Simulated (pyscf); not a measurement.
`[CH3][CH]=[CH][CH3]` + `[H]` [doublet] -> `[CH3][CH]=[CH][CH3]` + `[H]` [doublet] (substitution at C; doublet surface; C–H broken, C–H formed). Single points on ωB97X-D3(BJ)/def2-SVP structures (PySCF, gas phase). Energies in kcal/mol from the separated reactants.

```csv
level,barrier,reaction energy
ωB97X-D3(BJ)/def2-TZVP,(withheld),0.0
PBE/def2-TZVP,(withheld),0.0
r²SCAN/def2-TZVP,32.1,0.0
B3LYP-D3(BJ)/def2-TZVP,35.4,0.0
PBE0-D3(BJ)/def2-TZVP,35.6,0.0
ωB97M-D3(BJ)/def2-TZVP,39.8,0.0
```

**Question.** What belongs in the gaps?

**Answer.** 
- ωB97X-D3(BJ)/def2-TZVP, barrier: 41.2
- PBE/def2-TZVP, barrier: 32.2

The functionals in the table span 9.1 kcal/mol in this barrier, from r²SCAN to ωB97X-D3(BJ)/def2-TZVP. Abstraction by the radical was not located in this set and often lies lower. One saddle was located; it need not be the lowest between these sides. The angle at the attacked C is 173°.
